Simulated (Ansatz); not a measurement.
Input file:

```yaml
crystal:
  periodic: [false, false, false]
  atoms:
    - {symbol: F, position_ang: [-0.016387, 0.413988, 1.766419]}
    - {symbol: S, position_ang: [-0.017220, 0.141997, -1.396274]}
    - {symbol: Si, position_ang: [0.030744, -0.442159, 0.399224]}
basis:
  gaussian: {orbitals: cc-pVDZ}
magnetization: {spin_polarized: true, initial_magnetization: 1}
hamiltonian: {xc: {name: B3LYP}}
```

```sh
$ ansatz run in.yaml --threads 1 --pin off --events-out ev --progress --plain --max-ram 2393MiB
```

Log:

```
506 factors; integrals over basis functions are off by at most 8.0e-4 eV
mean field evaluation 1: about -21428.7521 eV, gradient 2.4e1 eV
mean field evaluation 2: about -21423.4214 eV, gradient 4.2e1 eV
mean field evaluation 4: about -21431.1103 eV, gradient 2.3e0 eV
mean field evaluation 8: about -21431.2235 eV, gradient 1.0e-1 eV
mean field evaluation 16: about -21431.2236 eV, gradient 5.0e-5 eV
mean field -21431.22359102 eV, -787.5829403650 hartree, gradient 5.2e-5 eV, S^2 0.754208; 0 other end points of the search recorded, 0 dependent functions left out
reference -21431.22377297 eV, -787.5829470512 hartree; 20, 19 occupied and 30, 31 virtual orbitals, 506 factors
Total energy: -21431.22377297 eV, -787.5829470512 hartree
```

Ran on 1 thread of AMD EPYC, shared host: 4.8 s wall, 0.12 GiB peak host memory.
